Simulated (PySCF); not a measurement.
SCF from a fresh guess for singlet AlOCl, at the PBE0 minimum. PySCF input:

```python
from pyscf import gto, scf, dft
mol = gto.M(atom='''
Al     0.000000     0.000000    -0.596915
O      0.000000     0.000000    -2.189242
Cl     0.000000    -0.000000     1.461913''',
    basis={'Al': 'def2-TZVP', 'O': 'def2-TZVP', 'Cl': 'def2-TZVP'},
    charge=0, spin=0)
mf = dft.RKS(mol, xc='PBE0')
mf.grids.atom_grid = (50, 194)
aux = {'Al': 'def2-universal-JKFIT', 'O': 'def2-universal-JKFIT', 'Cl': 'def2-universal-JKFIT'}
mf = mf.density_fit(auxbasis=aux)
mf.conv_tol = 1e-08
mf.diis_space = 10
mf.max_cycle = 60
mf.init_guess = 'minao'
mf.verbose = 4
mf.kernel()
```

Excerpt of the output (cycles and frontier levels):

```
init E= -777.696945779925
  HOMO = -0.401146334826654  LUMO = -0.146324901599208  gap/eV = 6.93404
cycle= 1 E= -777.321078168185  delta_E= 0.376  |g|= 1.13  |ddm|= 1.91
  HOMO = -0.108291691799317  LUMO = 0.0193019637326067  gap/eV = 3.47200
cycle= 2 E= -772.263096550693  delta_E= 5.06  |g|= 3.51  |ddm|= 3.32
  HOMO = -0.32215685963179  LUMO = -0.0982513344622546  gap/eV = 6.09278
cycle= 3 E= -777.561760716808  delta_E= -5.3  |g|= 0.376  |ddm|= 3.12
  HOMO = -0.276246229976177  LUMO = -0.0984497848673129  gap/eV = 4.83809
cycle= 4 E= -777.596157454026  delta_E= -0.0344  |g|= 0.253  |ddm|= 0.498
  HOMO = -0.285971869737921  LUMO = -0.0984126328888735  gap/eV = 5.10375
cycle= 5 E= -777.610232175698  delta_E= -0.0141  |g|= 0.0272  |ddm|= 0.214
  HOMO = -0.287371557173158  LUMO = -0.0945210892765829  gap/eV = 5.24773
cycle= 6 E= -777.610342721551  delta_E= -0.000111  |g|= 0.0156  |ddm|= 0.0279
  HOMO = -0.289611050546755  LUMO = -0.0957296474171798  gap/eV = 5.27578
cycle= 7 E= -777.610393300457  delta_E= -5.06e-05  |g|= 0.0056  |ddm|= 0.00949
  HOMO = -0.289800475658351  LUMO = -0.0955885327241361  gap/eV = 5.28478
cycle= 8 E= -777.610398106121  delta_E= -4.81e-06  |g|= 0.00318  |ddm|= 0.0024
  HOMO = -0.290005767033159  LUMO = -0.0955907612424269  gap/eV = 5.29030
cycle= 9 E= -777.610399913908  delta_E= -1.81e-06  |g|= 0.00131  |ddm|= 0.00112
  HOMO = -0.29015106899325  LUMO = -0.0955972124006124  gap/eV = 5.29408
cycle= 10 E= -777.610400278773  delta_E= -3.65e-07  |g|= 5.31e-05  |ddm|= 0.000751
  HOMO = -0.29015496273663  LUMO = -0.0955985745223344  gap/eV = 5.29415
cycle= 11 E= -777.610400279316  delta_E= -5.43e-10  |g|= 1.06e-05  |ddm|= 4.52e-05
  HOMO = -0.290151559506332  LUMO = -0.0955984536985355  gap/eV = 5.29406
Extra cycle  E= -777.610400279221  delta_E= 9.48e-11  |g|= 2.57e-05  |ddm|= 2.07e-05
converged SCF energy = -777.610400279221
```

No lower solution of this spin was found by a stability analysis within the restricted form, which does not test spin polarisation.

The search for the lowest solution, with the stability check, took 6.5 s on 2 threads of a shared Arm Neoverse N1 host, with 105 basis functions; the process peaked at 0.32 GiB. Launch command: `OMP_NUM_THREADS=2 python axn.py task.json out`.
